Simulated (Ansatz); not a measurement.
A made-up structure of SiH₃SO, doublet:

```
6
angstrom
O -1.3783 -1.4566 -0.4440
S -0.6420 -0.7273 0.9419
Si 0.7781 0.9292 0.3269
H -1.3603 -1.5640 -1.2118
H 1.1483 1.2155 -1.1623
H 1.4541 1.6031 1.5493
```

It is relaxed with PBE-D4/def2-SVP and then PBE0-D4/def2-TZVP (Ansatz 0.2.0). Atoms count as bonded within 1.22 times the sum of their covalent radii (H–H: 0.88 Å). The end point is not checked to be a true minimum.

Problem. Does its bonding change? (A judgement: the text doesn't fix the answer.)

Solution. Computed: No: no bond forms or breaks.

Where it ends: The first stage lowers the energy by 3.15 eV in 11 steps. It ends as SiH₃SO ([OH][S][SiH2]):
```xyz
6
angstrom
O -1.4929 -1.0633 -0.3978
S -0.4039 -0.8036 0.8430
Si 0.4210 1.0785 0.2904
H -1.0309 -1.5621 -1.0806
H 1.1048 1.0127 -1.0380
H 1.4018 1.3379 1.3830
```

Labels in which every atom is bracketed show which atoms are joined, not bond orders.

For scale, one of the runs: PBE0-D4/def2-TZVP relaxation, 123 basis functions, launched by `ansatz run in.yaml --threads 2 --pin off --events-out ev --progress --plain --max-ram 4352MiB`. The run took about 27 s on 2 CPU threads of an Arm Neoverse V2 (shared host).
